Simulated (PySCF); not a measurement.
# Dipole moment and polarisability across levels of theory

Species: BClH3P.
SMILES: `PBCl`

PySCF, dipoles from the SCF density, polarisabilities from static response with core orbitals frozen. One conformer (not necessarily the lowest) at the PBE0-D3(BJ)/def2-SVP geometry, without solvent, vibrations or thermal averaging.

The anisotropy is √(½[(α1 − α2)² + (α2 − α3)² + (α3 − α1)²]).

```json
{"level": "LDA/def2-SVPD", "μ (D)": "1.097", "α (Å³)": "8.97", "anisotropy (Å³)": "4.36"}
{"level": "PBE/def2-SVPD", "μ (D)": "1.044", "α (Å³)": "8.85", "anisotropy (Å³)": "4.30"}
{"level": "B3LYP/def2-SVPD", "μ (D)": "1.050", "α (Å³)": "8.60", "anisotropy (Å³)": "3.92"}
{"level": "PBE0/def2-SVPD", "μ (D)": "1.096", "α (Å³)": "8.52", "anisotropy (Å³)": "3.88"}
{"level": "BHandHLYP/def2-SVPD", "μ (D)": "1.112", "α (Å³)": "8.26", "anisotropy (Å³)": "3.48"}
{"level": "CAM-B3LYP/def2-SVPD", "μ (D)": "1.086", "α (Å³)": "8.44", "anisotropy (Å³)": "3.67"}
{"level": "wB97X-D/def2-SVPD", "μ (D)": "1.109", "α (Å³)": "8.40", "anisotropy (Å³)": "3.61"}
{"level": "LC-wPBE/def2-SVPD", "μ (D)": "1.139", "α (Å³)": "8.22", "anisotropy (Å³)": "3.48"}
{"level": "HF/def2-SVPD", "μ (D)": "1.197", "α (Å³)": "7.92", "anisotropy (Å³)": "2.92"}
{"level": "PBE0/6-31G*", "μ (D)": "1.240", "α (Å³)": "6.67", "anisotropy (Å³)": "4.63"}
{"level": "PBE0/def2-SVP", "μ (D)": "1.022", "α (Å³)": "6.63", "anisotropy (Å³)": "3.87"}
{"level": "PBE0/6-31+G*", "μ (D)": "1.205", "α (Å³)": "7.52", "anisotropy (Å³)": "4.29"}
{"level": "PBE0/aug-cc-pVDZ", "μ (D)": "1.080", "α (Å³)": "8.61", "anisotropy (Å³)": "3.91"}
{"level": "PBE0/def2-TZVP", "μ (D)": "1.016", "α (Å³)": "7.87", "anisotropy (Å³)": "4.03"}
{"level": "PBE0/def2-TZVPD", "μ (D)": "1.028", "α (Å³)": "8.69", "anisotropy (Å³)": "3.92"}
{"level": "PBE0/aug-cc-pVTZ", "μ (D)": "1.041", "α (Å³)": "8.71", "anisotropy (Å³)": "3.90"}
```

The dipole runs from 1.02 D (PBE0/def2-TZVP) to 1.24 D (PBE0/6-31G*). No reference polarisability is at hand; against PBE0 in the largest diffuse basis at hand (aug-cc-pVTZ) the other PBE0 rows deviate by 6-31G* -23%, def2-SVP -24%, 6-31+G* -14%, def2-SVPD -2%, aug-cc-pVDZ -1%, def2-TZVP -10%, def2-TZVPD 0%. In one basis (def2-SVPD) the functionals order the polarisability from HF (lowest) to LDA (highest), a spread of 13%. With PBE0 the polarisability is 7.06 Å³ without diffuse functions (mean of 6-31G*, def2-SVP and def2-TZVP) and 8.41 Å³ with them (mean of 6-31+G*, def2-SVPD, aug-cc-pVDZ, def2-TZVPD and aug-cc-pVTZ).
